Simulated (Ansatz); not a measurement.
# One elementary step

Start structure (SiNH9O, closed shell), relaxed at PBE0-D4/def2-TZVP:

Si1  (-1.299, -0.032, -1.714)
H2  (0.084, -0.471, -1.394)
H3  (-1.509, -0.318, -3.165)
H4  (-2.298, -0.827, -0.961)
H5  (-1.467, 1.424, -1.511)
H6  (0.058, 0.280, 1.272)
O7  (-0.877, 0.538, 1.133)
H8  (2.064, -0.362, 0.253)
N9  (1.906, -0.098, 1.219)
H10  (-1.396, -0.058, 1.676)
H11  (2.302, -0.825, 1.802)
H12  (2.431, 0.750, 1.391)
(Å)

The step: SiH₄ + H₂O + NH₃ → SiH₄O ([OH][SiH3]) + NH₃ + H₂; bonds formed: Si1–O7, H2–H8, H6–N9; bonds broken: Si1–H2, H6–O7, H8–N9. Computed with Ansatz 0.2.0 (basis: def2-TZVPP and def2-QZVPP); correlated methods freeze the cores. Extrapolation: Hartree–Fock as exp(−7.88 √X), correlation as X^−2.97. Energies below are by CCSD(T) at an estimated basis limit (MP2 extrapolated from triple and quadruple zeta, plus CCSD(T) − MP2 in triple zeta).

(1) What are the electronic barrier and the energy of the step, from the start structure to the end structure? (Judge from chemistry; the value comes from the calculation.)

T1 diagnostic: at most 0.011.

Results:

(1) Computed: Barrier 30.68 kcal/mol; step energy -9.52 kcal/mol (downhill); reverse barrier, their difference, 40.21 kcal/mol. Barrier and step energy count from the start structure, the reverse barrier from the end structure.

The saddle point: One imaginary mode of 350i cm⁻¹.
| pair | start (Å) | saddle (Å) | end (Å) |
| --- | --- | --- | --- |
| Si1–O7 | 2.93 | 1.80 | 1.66 |
| H2–H8 | 2.58 | 1.49 | 0.75 |
| H6–N9 | 1.89 | 1.14 | 1.01 |
| Si1–H2 | 1.49 | 1.63 | 4.03 |
| H6–O7 | 0.98 | 1.38 | 2.30 |
| H8–N9 | 1.01 | 1.06 | 2.72 |

Zero-point energy (harmonic, PBE0-D4): ZPE is 58.29 kcal/mol at the start and 58.09 kcal/mol at the saddle, so the barrier goes from 30.68 to 30.48 kcal/mol.

Labels in which every atom is bracketed show which atoms are joined, not bond orders.

For scale, one of the runs: CCSD(T)/def2-TZVPP, 230 basis functions, launched by `ansatz run in.yaml --threads 4 --pin off --events-out ev --progress --plain --max-ram 9574MiB`. The run took 17 s on 4 CPU threads of an AMD EPYC 9R45 (shared host), with 4 GiB of host memory at its peak.
